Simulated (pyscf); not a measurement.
H₃C–InH₂ + hydrogen fluoride (HF) → H₃C–InH–F + hydrogen (H₂), a four-centre exchange (singlet surface; H–In, F–H broken, F–In, H–H formed). Structures and frequencies: ωB97X-D3(BJ)/def2-SVP in PySCF. Energies in kJ/mol from the separated reactants.

Small-basis levels: PySCF, no dispersion term, spherical d functions. 

**Question.** Quick B3LYP/LANL2DZ single points give ΔE‡ = -35.4 kJ/mol and ΔE = -143.6 kJ/mol. What does ωB97M-D3(BJ)/def2-TZVP give, and how far is the quick result from it?

**Answer.** ωB97M-D3(BJ)/def2-TZVP gives ΔE‡ = 8.7 kJ/mol and ΔE = -68.2 kJ/mol. B3LYP/LANL2DZ lies 44.1 kJ/mol under it in the barrier and 75.5 kJ/mol under it in the reaction energy, so on this step it does not hold to within 12.6 kJ/mol. At B3LYP/LANL2DZ this geometry lies under one side, so its ΔE‡ may be no barrier of that level. ωB97M-D3(BJ)/def2-TZVP has limits of its own. On the reactant side the descent ends in an adduct with a F–In contact, 30.4 kJ/mol under the separated species and 32.1 kJ/mol under the saddle at ωB97X-D3(BJ)/def2-TZVP. What is counted as formed (F–In) is already present as a longer contact in the reactant adduct; forming that adduct is a step of its own. At the saddle there is also a short H–In contact that neither side keeps. This is the saddle that the search found; another between the same sides may lie lower. In the def2 sets elements past Kr carry core potentials, without spin-orbit coupling.
